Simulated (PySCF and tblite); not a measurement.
The numbers below are computed, except where a source is named.
System: C₅H₁₂O, numbered as in [CH3:1][CH:2]([CH3:3])[C@@H:4]([CH3:5])[OH:6].

Geometries: GFN2-xTB; energies: BHandHLYP/pcSseg-1 + D3(BJ); zero-point and thermal terms from GFN2-xTB harmonic modes (soft modes blended into free rotors). Rates follow Eyring's equation with the number of equivalent paths and no tunnelling. Run with tblite and PySCF.

Estimate the barrier and the room-temperature rate of the rotation about the C2–C4 bond (torsion C1–C2–C4–C5 from 179° to 291°, rising).

The electronic barrier is 4.3 kcal/mol and ΔG‡(298 K) 5.0 kcal/mol, over a C1 saddle with an imaginary mode of 72i cm⁻¹ (GFN2-xTB). With 1 equivalent path, k is 1.2×10⁹ s⁻¹, a mean lifetime of the start of 810 ps against this motion. The end lies 0.0 kcal/mol below the start in free energy.
